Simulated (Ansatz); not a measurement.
We consider fcc Au, described by LC-ωPBE in Ansatz (plane waves, PAW).

Numerical settings: plane-wave cutoff 460 eV, 14×14×14 k mesh, Fermi–Dirac smearing 0.05 eV, scalar-relativistic PAW data made under PBE.

The volume scan:

| V (Å³/atom) | E − E_lowest (meV/atom) | P (GPa) |
|---|---|---|
| 16.234 | 26.22 | 10.40 |
| 16.662 | 6.19 | 4.78 |
| 17.100 | 0.00 | -0.11 |
| 17.516 | 5.51 | -4.03 |
| 17.943 | 20.92 | -7.43 |

### Question
Fit the third-order Birch–Murnaghan equation and give B0 and B′.

### Answer
V0 = 17.090 Å³/atom, B0 = 175 GPa, B′ = 5.7 (fit to the energies at full precision).

Measured, for comparison: bulk modulus 182 GPa (0 K value with the zero-point phonon effect removed, our sources range from 175 to 182; as tabulated in Mejia-Rodriguez and Trickey (2018), arXiv:1807.09216); equilibrium volume per atom 16.76 Å³/atom (static lattice: zero-point anharmonic expansion removed; as tabulated in Mejia-Rodriguez and Trickey (2018), arXiv:1807.09216). Computed (rounded) less measured: bulk modulus -4 % (inside the range of the sources held), equilibrium volume per atom +2.0 %.

Spin–orbit coupling is not included; it can shift volumes and moduli of such heavy elements.

The computed numbers hold no vibrational or temperature effects.

Ansatz is a first-principles code.
